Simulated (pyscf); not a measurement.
Thermochemistry of product channels of tetrafluoromethane (F–C(F)(F)–F) + Cl atom (Cl•) on the doublet surface, in kcal/mol, from CCSD(T)/def2-TZVPP + ΔMP2(QZVPP) energies (ideal gas, 1 atm, RRHO with modes under 100 cm⁻¹ raised to 100, one conformer, R ln 2 for rigid chiral ones). Structures and frequencies: ωB97X-D3(BJ)/def2-SVP in PySCF. Correlated levels are frozen-core, on RHF or UHF. ΔMP2 is the change of the MP2 total energy from the triple- to the quadruple-zeta basis.

```tsv
products	ΔE	ΔH(298 K)	ΔG(600 K)	ΔG(900 K)
F atom (F•) + F–C(F)(F)–Cl	+44.4	+43.4	+41.0	+39.6
F–Cl + trifluoromethyl (F–C•(F)–F)	(withheld)	+69.8	+61.0	(withheld)
```

### Question
Complete the blanks.

### Answer

- F–Cl + trifluoromethyl (F–C•(F)–F), ΔE: +71.5
- F–Cl + trifluoromethyl (F–C•(F)–F), ΔG(900 K): +56.7

These are energies of the channels, which say nothing of barriers. The CCSD(T) − MP2 part came from Ansatz, without density fitting, on the same reference. Left out: orbital degeneracy and the spin-orbit lowering of Cl, F.
